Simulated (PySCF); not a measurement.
A made-up structure of CH₂BN, singlet:

```
5
angstrom
B -0.5315 -0.3638 -0.1486
C -0.7372 1.2270 -0.3128
N 0.4613 0.3779 0.1256
H -0.6080 -1.5103 -0.1027
H 1.4117 0.2060 0.4425
```

It is relaxed with PBE-D4/def2-SVP and then PBE0-D4/def2-TZVP (PySCF 2.14 with density fitting (its default auxiliary sets; JK sets also for MP2 and CCSD(T))). Atoms count as bonded within 1.22 times the sum of their covalent radii (H–H: 0.88 Å). The end point is not checked to be a true minimum.

(1) Does its bonding change? (A judgement: the text doesn't fix the answer.)

Results:

(1) Computed: No: no bond forms or breaks.

Where it ends: The first stage lowers the energy by 1.18 eV in 11 steps. It ends as CH₂BN ([BH]1[C][NH]1):
B1  (-0.572, -0.434, -0.158)
C2  (-0.470, 1.107, -0.221)
N3  (0.539, 0.312, 0.156)
H4  (-0.989, -1.535, -0.224)
H5  (1.495, 0.486, 0.455)
(Å)

Labels in which every atom is bracketed show which atoms are joined, not bond orders.

For scale, one of the runs: PBE0-D4/def2-TZVP relaxation, 105 basis functions, launched by `OMP_NUM_THREADS=2 python run.py`. Time: 20 s of wall clock on 2 CPU threads of an Arm Neoverse V1; the host was shared. Peak host memory: 0.99 GiB.
